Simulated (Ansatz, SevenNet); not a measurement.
## How well does each level of theory give the elastic constant C13 of tetradymite Bi2Te3?

Reference value: 27.0 GPa (measured, temperature not stated, no zero-point or thermal correction; as tabulated in Oses et al. (2018), arXiv:1811.08464).

```csv
level (code),value (GPa),cell (Å³/atom)
SevenNet-0,8.52,36.69
LDA (Ansatz),(withheld),32.68
PBE (Ansatz),8.32,36.63
PBE-D3(BJ) (Ansatz),26.6,33.66
r²SCAN+rVV10 (Ansatz),18.8,35.00
```

### Question
What belongs in the gaps?

### Answer

- LDA (Ansatz, an electronic-structure program), value (GPa): 30.2

Differences against the reference: SevenNet-0 -68 %, LDA +11.9 %, PBE -69 %, PBE-D3(BJ) -1.5 %, r²SCAN+rVV10 -30 %.

The reference's temperature isn't stated, so close values are not ranked against it. Off by more than 25 %, or 35 % on the side where a correction would as a rule narrow the miss (bounds picked here): PBE (-69 %), SevenNet-0 (-68 %), r²SCAN+rVV10 (-30 %).

The reference isn't brought to a static lattice, while the calculations are for one, so the differences are not the levels' errors alone.  Density-functional levels without +SOC have no spin–orbit coupling. LDA: LDA has no dispersion term either, though it tends to give short spacings of layers, chains or molecules. PBE: the cell comes from a level without a dispersion term, which matters for the spacing of layers, chains or molecules. PBE-D3(BJ): the dispersion coefficients are held fixed in the derivatives. Each level is taken at its own relaxed cell. Cutoffs differ between the levels. Ansatz's density-functional and Hartree–Fock values are scalar-relativistic unless marked +SOC, with PAW data made under PBE.

Machine-learned potentials (SevenNet-0) are trained on DFT data: a solid inside that data is no test of them.

Differences are worked out from the printed values.
